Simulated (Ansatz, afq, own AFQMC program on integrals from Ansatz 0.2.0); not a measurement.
AFQMC on a folder of integrals that Ansatz 0.2.0 wrote.

```yaml
crystal:
  periodic: [false, false, false]
  atoms:
    - {symbol: Al, position_ang: [0.000000, 0.000000, 0.696811]}
    - {symbol: N, position_ang: [0.000000, 0.000000, -1.099242]}
    - {symbol: H, position_ang: [0.000000, 0.822256, -1.688737]}
    - {symbol: H, position_ang: [0.000000, -0.822256, -1.688737]}
basis:
  gaussian: {orbitals: aug-cc-pVDZ}
magnetization: {spin_polarized: false}
correlation: {method: ccsd_t, electrons: outside_noble_gas, hamiltonian_folder: ham}
```

```sh
$ ansatz run in.yaml --threads 1 --pin off --events-out ev --progress --plain --max-ram 16896MiB --backend cuda --devices 0, --max-vram 18GiB
```

Options of the walk:

```
--method free --trial cisd --walkers 4000 --time-step 0.03 --max-blocks 4000 --target-error 0.00038 --factor-cut 1e-05 --seed 6699 --times 0,0.21,0.42,0.81,1.2,1.8,2.4,3 --taylor-order 8
```

Times are imaginary, in 1/Eh. The walk had a cap of 107 s.

afq prints:

```
orbitals 62  electrons 5 5  factors 505 of 669
reference energy -297.55352167 Eh
CCSD correlation -0.25939946 Eh in 12 cycles, weight of the determinant in the CISD state 0.8716
repeat  energy at the last time / Eh  error
    10  -297.822173  0.000164
    20  -297.822192  0.000148
    30  -297.822172  0.000146
time / (1/Eh)  energy / Eh  error  mean overlap
  0.00  -297.813089  0.000110  1.1479
  0.21  -297.817686  0.000093  1.1468
  0.42  -297.819471  0.000085  1.1495
  0.81  -297.821034  0.000069  1.1508
  1.20  -297.821633  0.000100  1.1539
  1.80  -297.822078  0.000095  1.1611
  2.40  -297.822323  0.000101  1.1641
  3.00  -297.822170  0.000141  1.1779
energy -297.822170 +/- 0.000141 Eh
```

The run passed its tests (error under three times the target), which doesn't prove that it has relaxed.

Against this walk (error 3.8 meV) on the same determinant: CCSD(T) 23.9 meV higher, CCSDT(Q) 9.0 meV lower. The error is statistical, and a free projection of finite length keeps a remainder of its start. The last points scatter (meV from the last: 30.9 ± 1.9 at 0.81, 15 ± 3 at 1.20, 3 ± 3 at 1.80, -4 ± 3 at 2.40, 0 ± 4 at 3.00); the last is the one printed as the energy, and the gaps above move with that scatter.

Cautions: remainder of the start not in the error.

The walk took 37 s on 1 × NVIDIA H100 80GB HBM3 with 2 threads of AMD EPYC 7R13 Processor (Zen 3), on a shared host (the card was shared). The log's last line is the free-projection energy.

CCSDT and higher add their correlation energy to the determinant of the CCSD(T) run, since their own runs factorise the integrals more tightly (a shift of under 2 meV). A walk keeps the symmetry of its determinant, which the program's search chose and which needn't be the lowest solution, so a lower state of the same spin and another symmetry isn't excluded.
